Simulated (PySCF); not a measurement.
# Assigning NMR signals

Numbering as in the mapped SMILES `[CH:1]#[C:2][CH2:3][CH:4]=[C:5]=[O:6]`; H(Xn) means a hydrogen on atom n.

[PySCF 2.14: coordinates at the PBE0-D3(BJ)/def2-SVP level; shielding tensors at KT2/pcSseg-2 (GIAO); B3LYP/pcJ-1 coupling constants (without the spin–dipole term); single conformer; rapidly exchanging positions averaged; no solvent; non-relativistic]

References, each an isolated molecule treated in the same way: ¹³C (182.28 ppm), ¹H (31.18 ppm) vs TMS.

Problem. Assign these signals to the numbered atoms. ¹³C{¹H} NMR (computed): δ 195.8 (C), 81.3 (C), 65.6 (CH), 16.7 (CH2), 14.0 (CH).

Solution. 
```tsv
δ (ppm)	atoms	environment	reason
195.8	C5	central carbon of a ketene	–
81.3	C2	alkyne carbon	sp carbons lie upfield of alkene carbons because the cylindrical π system leaves one tensor component strongly shielded
65.6	C1	terminal alkyne carbon	the triple bond shields along its axis, which puts it between sp3 and sp2 carbons
16.7	C3	allylic sp3 CH2	aliphatic region, no heteroatom directly attached
14.0	C4	terminal carbon of a ketene	–
```

Problem. Assign these signals to the numbered atoms. ¹H NMR (400 MHz, computed): δ 3.26 (dd, J = 10.2, 4.0 Hz, 2H), 2.91 (t, J = 10.2 Hz, 1H), 1.86 (t, J = 4.0 Hz, 1H).

Solution. 
```tsv
δ (ppm)	atoms	environment	reason
3.26	H(C3)	hydrogen on an allylic sp3 CH2	–
2.91	H(C4)	hydrogen on a terminal carbon of a ketene	–
1.86	H(C1)	hydrogen on a terminal alkyne carbon	it lies on the axis of the triple bond, in its shielding cone
```

Multiplet labels drop couplings under 1 Hz and merge nearly equal ones. Unscaled 3J(H,H) at this level run about 10 % above measured values. Shifts are as computed. Against solution values, carbons near 30 ppm lie about +3 ppm off and those near 130 ppm about -1 ppm. Of 1211 compounds with measured shifts, 218 miss one by over three times the rms of a fit or turn the order of signals round; such compounds aren't used in these exercises. Couplings across =CH–CH2 type bonds come from one rotamer and its mirror image, and can be 1–2 Hz further off.
